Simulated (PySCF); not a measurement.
**Choosing a basis for TDDFT**

Species: C₃H₈O₂.
Z-matrix (Å and degrees, PBE0-D3(BJ)/def2-SVP geometry), rows numbered from 1:
```
C 
O   1  1.4016
C   2  1.3869  1  113.78
O   3  1.3871  2  113.80  1   -66.61
C   4  1.4019  3  113.73  2   -66.72
H   1  1.1077  2  111.42  3   -61.29
H   1  1.0984  2  107.68  3   179.78
H   1  1.1035  2  111.96  3    59.85
H   3  1.1068  2  105.54  1   171.31
H   3  1.1068  2  111.14  1    52.43
H   5  1.1073  4  111.40  3   -61.47
H   5  1.1038  4  111.93  3    59.61
H   5  1.0983  4  107.68  3   179.39
```

TDDFT with PBE0 (PySCF), vertical singlets, core orbitals frozen in the response, spherical d and f functions. The structure is a single PBE0-D3(BJ)/def2-SVP conformer in the gas phase; no vibrational or solvent corrections.

| basis | functions | diffuse | S1 (eV) | S2 (eV) | S3 (eV) | S4 (eV) | S5 (eV) | LUMO (eV) | α (au) |
| --- | --- | --- | --- | --- | --- | --- | --- | --- | --- |
| 6-31G* | 86 | no | 9.10 | 9.19 | 9.69 | 9.81 | 9.98 | 2.97 | 39.7 |
| 6-31+G* | 106 | yes | 7.30 | 7.40 | 7.77 | 7.83 | 7.93 | 0.58 | 45.1 |
| def2-SVP | 110 | no | 8.44 | 8.54 | 9.21 | 9.26 | 9.31 | 2.04 | 40.6 |
| def2-SVPD | 170 | yes | 7.50 | 7.60 | 8.31 | 8.33 | 8.35 | 0.74 | 49.1 |
| aug-cc-pVDZ | 187 | yes | 6.88 | 6.97 | 7.40 | 7.46 | 7.50 | 0.02 | 50.4 |
| def2-TZVP | 203 | no | 8.02 | 8.12 | 8.85 | 8.87 | 8.91 | 1.45 | 47.0 |
| def2-TZVPD | 263 | yes | 7.14 | 7.23 | 7.85 | 7.89 | 7.95 | 0.35 | 50.2 |

**Question.** How much do these states and the polarisability depend on the basis?

**Answer.** States are compared by their number. Against the largest diffuse basis here (def2-TZVPD, itself not a converged limit), sets without diffuse functions differ by up to 1.96 eV in S1 and 2.03 eV in S5; the smaller diffuse sets differ by up to 0.36 and 0.45 eV. State by state, the largest deviation of a set without diffuse functions is S1 1.96, S2 1.96, S3 1.85, S4 1.92, S5 2.03 eV. The same number needn't mean the same state in each row. Against def2-TZVPD the polarisability deviates by -21% in 6-31G*, -10% in 6-31+G*, -19% in def2-SVP, -2% in def2-SVPD, 0% in aug-cc-pVDZ, -7% in def2-TZVP. A single + in a Pople set puts diffuse functions on heavy atoms only.
